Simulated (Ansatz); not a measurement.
Input for Ansatz (a quantum-chemistry and plane-wave program): R-PBE0/def2-TZVPPD on CH2O (SMILES C=O). Files ending in .json are basis or fitting sets from the Basis Set Exchange.

Ansatz 0.2 input:
```yaml
crystal:
  periodic: [false, false, false]
  atoms:
    - {symbol: O, position_ang: [0.00000000, -0.51877334, -1.82845679]}
    - {symbol: C, position_ang: [0.00000000, 0.68616220, -1.73709412]}
    - {symbol: H, position_ang: [0.00000000, 1.33077474, -2.63186355]}
    - {symbol: H, position_ang: [0.00000000, 1.18902807, -0.75645498]}
basis:
  gaussian:
    orbitals: def2-TZVPPD.json
hamiltonian:
  xc: {name: PBE0}
scf: {lower_state_search: off}
```

Output:

```
WARN ansatz: RAYON_NUM_THREADS=1 ignored (pool sized by the plan → 1); use --threads N
Functional definition: PBE0
these checks for a lower state are left out or cut short: stability, starts, cluster_reference, orbital_swaps, neighbouring_geometries, increment
integrals: 0.02 GiB planned
476 factors; their error is unknown
mean field: 0.25 GiB planned
mean field evaluation 1: about -3110.7332 eV, gradient 4.0e1 eV
mean field evaluation 2: about -3104.9047 eV, gradient 6.9e1 eV
mean field evaluation 4: about -3113.5137 eV, gradient 2.0e0 eV
mean field evaluation 8: about -3113.5234 eV, gradient 5.3e-2 eV
mean field -3113.52345422 eV, -114.4198765204 hartree, gradient 3.2e-6 eV, S^2 0.000000; 0 other end points of the search recorded, 0 dependent functions left out
reference -3113.52348391 eV, -114.4198776118 hartree; 8, 8 occupied and 103, 103 virtual orbitals, 476 factors
Total energy: -3113.52348391 eV, -114.4198776118 hartree
Checks for a lower state left out: stability, starts, cluster_reference, orbital_swaps, neighbouring_geometries, increment
```

The calculation finished and met its thresholds.

Cost: roughly 0.7 core-seconds.
